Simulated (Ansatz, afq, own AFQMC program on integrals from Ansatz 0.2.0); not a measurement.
# Where AFQMC and coupled cluster stand for H$_{2}$Cl, doublet

```xyz
3

H     0.0000    0.0000   -1.2243
H     0.0000    0.0000   -0.2293
Cl    0.0000    0.0000    1.4537
```

Basis cc-pVTZ. Noble-gas cores (and the filled d shells of Ga–Kr and In–Xe) are frozen. Ansatz 0.2.0 and our own AFQMC program on the same integrals; the CISD trial comes from CCSD amplitudes, and released means the phaseless constraint is let go. Error bars are statistical, one sigma.

Determinant: UHF, the one that the program's search chose, which needn't be the lowest solution. The geometry is a point of a scan.

No full CI on the walks' own integrals is used here; CCSDT(Q) serves as the reference and is uncertain by about the last step of the cluster series.

Cautions: unrestricted determinant slightly spin contaminated (⟨S²⟩ 0.82 against 0.75); the released energies have errors that jump between times, so the bars are unsure, so no released level is given (meV from the phaseless value at times in 1/Eh: 43 ± 45 at 0.24, -4 ± 3 at 0.51, -4 ± 3 at 0.99, -8.6 ± 2.4 at 1.62, -10 ± 3 at 2.40), though the last usable value meets CCSDT(Q) within the noise.

- T1 diagnostic: 0.0198
- weight of the determinant in the CISD state: 0.898
- ⟨S²⟩ of the determinant: 0.819
- size of the correlated space: 9 electrons in 57 orbitals

```json
{"level": "MP2", "correlation energy (eV)": "-5.5395"}
{"level": "CCSD", "correlation energy (eV)": "-6.3710"}
{"level": "CCSD(T)", "correlation energy (eV)": "-6.5870"}
```

Question: Estimate where phaseless AFQMC with a CISD trial lies against CCSD(T) on the same integrals.

Answer: 0.74 ± 0.13 mEh below CCSD(T).

Reference: CCSDT(Q), correlation energy -6.618 eV.

```csv
level,E − E(reference) (mEh),share of correlation (%)
CCSD(T),1.14,99.53
CCSDT,0.32,99.87
ph-AFQMC/CISD,0.40 ± 0.13,99.83
```

A walk keeps the symmetry of its determinant, which the program's search chose and which needn't be the lowest solution, so a lower state of the same spin and another symmetry isn't excluded.
